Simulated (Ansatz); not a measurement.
Mulliken charges of CH$_{2}$ (triplet) from ωB97M-V/def2-TZVPP in Ansatz (PBE0-D4/def2-TZVP geometry).

| atom | x (Å) | y (Å) | z (Å) | charge (e) |
| --- | --- | --- | --- | --- |
| C1 | 0.000 | 0.000 | 0.092 | -0.292 |
| H2 | 0.000 | 0.996 | -0.322 | 0.146 |
| H3 | 0.000 | -0.996 | -0.322 | 0.146 |

Q: By hand: the dipole of these point charges (1 e Å = 4.8032 D).

A: Σ q r = (0.000, 0.000, -0.121) e Å, of length 0.121 e Å = 0.58 D.

Q: How does the dipole of the full density compare? (Best estimate.)

A: Ansatz gave: (0.000, 0.000, -0.136) e Å, 0.65 D; the point charges give 0.89 times that, at 0° from its direction.

Point charges leave out the atoms' own dipoles, such as those of lone pairs, and Mulliken's split depends on the basis, so the close match here is no proof of good charges.
